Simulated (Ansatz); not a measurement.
System: zinc-blende MgTe (metastable phase). Method: revPBE (PAW; Ansatz, a first-principles code).

Run with plane-wave cutoff 520 eV, 10×10×10 k mesh, Fermi–Dirac smearing 0.01 eV, scalar-relativistic PAW data made under PBE.

Response to compression and expansion:

```tsv
V (Å³/atom)	P (GPa)	direct gap at Γ (eV)
33.280	2.22	2.628
33.988	1.40	2.535
34.696	0.65	2.446
35.405	-0.02	2.359
36.113	-0.62	2.276
36.821	-1.16	2.196
37.529	-1.66	2.118
```

A straight line through the gaps at Γ against ln V gives a volume deformation potential dE_g(Γ)/d ln V of -4.2 eV: the gap at Γ widens under compression.

Measured, for comparison: band gap 3.67 eV (2 K, zero-point motion not removed; as tabulated in arXiv:1206.3780).

Spin–orbit coupling is not included; with these elements it can move the gap by several tenths of an eV or more.
